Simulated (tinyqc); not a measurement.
Extended Hueckel theory, for NH3+, step by step. The parameters take no account of the charge, which enters only through the electron count. One step of it, computed by the program tinyqc.

Task: Orbitals. Solve H C = S C e through S^(-1/2); fill by pairs from the bottom, a degenerate level sharing its electrons equally; each orbital has its largest coefficient positive (the first on a tie).

H (eV):
```
             1N 2s      1N 2px      1N 2py      1N 2pz       2H 1s       3H 1s       4H 1s
1N 2s   -26.000000    0.000000    0.000000    0.000000  -18.846804  -18.853774  -18.853774
1N 2px    0.000000  -13.400000    0.000000    0.000000  -10.893852    5.444080    5.444080
1N 2py    0.000000    0.000000  -13.400000    0.000000    0.000000   -9.438688    9.438688
1N 2pz    0.000000    0.000000    0.000000  -13.400000    0.866945    0.867401    0.867401
2H 1s   -18.846804  -10.893852    0.000000    0.866945  -13.600000   -4.326176   -4.326176
3H 1s   -18.853774    5.444080   -9.438688    0.867401   -4.326176  -13.600000   -4.323751
4H 1s   -18.853774    5.444080    9.438688    0.867401   -4.326176   -4.323751  -13.600000
```

overlap S:
```
           1N 2s     1N 2px     1N 2py     1N 2pz      2H 1s      3H 1s      4H 1s
1N 2s   1.000000   0.000000   0.000000   0.000000   0.517078   0.517270   0.517270
1N 2px  0.000000   1.000000   0.000000   0.000000   0.461101  -0.230430  -0.230430
1N 2py  0.000000   0.000000   1.000000   0.000000   0.000000   0.399509  -0.399509
1N 2pz  0.000000   0.000000   0.000000   1.000000  -0.036695  -0.036714  -0.036714
2H 1s   0.517078   0.461101   0.000000  -0.036695   1.000000   0.181772   0.181772
3H 1s   0.517270  -0.230430   0.399509  -0.036714   0.181772   1.000000   0.181670
4H 1s   0.517270  -0.230430  -0.399509  -0.036714   0.181772   0.181670   1.000000
```

valence electrons = 7

Give: orbital energies; occupations; coefficients; sum of one-electron energies.

Result:

orbital energies (eV): -28.779  -16.771  -16.770  -13.414  6.412  6.436  30.663

occupations: 2.000  2.000  2.000  1.000  0.000  0.000  0.000

coefficients:
```
          MO1     MO2     MO3     MO4     MO5     MO6     MO7
1N 2s   0.717   0.000   0.000   0.036   0.000   0.000   1.388
1N 2px  0.000   0.000   0.620   0.000   1.120   0.000   0.000
1N 2py  0.000   0.620   0.000   0.000   0.000   1.121   0.000
1N 2pz  0.006   0.000   0.000   0.998   0.000   0.000  -0.102
2H 1s   0.167   0.000   0.441  -0.013  -1.068   0.000  -0.755
3H 1s   0.167   0.381  -0.220  -0.013   0.534  -0.925  -0.756
4H 1s   0.167  -0.381  -0.220  -0.013   0.534   0.925  -0.756
```

sum of one-electron energies = -138.055 eV
